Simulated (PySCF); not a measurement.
CH2O2, SMILES O=CO.

Coordinates come from a PBE0-D3(BJ)/def2-TZVP optimisation. One conformer was computed; it need not be the lowest.

These are PBE/def2-TZVPD in PySCF values and carry that method's errors.

Isolated molecule, no solvent.

Computed frontier levels, gap, dipole moment and polarisability:
```yaml
highest_occupied_level: -6.94 eV
lowest_empty_level: -1.45 eV
orbital_gap: 5.49 eV
dipole_moment: 1.52 D
quadrupole, principal values (traceless, Buckingham form, about the centre of nuclear charge): -6.85, 0.43, 6.42 D·Å
mean_static_polarisability: 23.7 bohr³ (3.52 Å³)
polarisability_principal_values: 16.9, 25.5, 28.8 bohr³
```
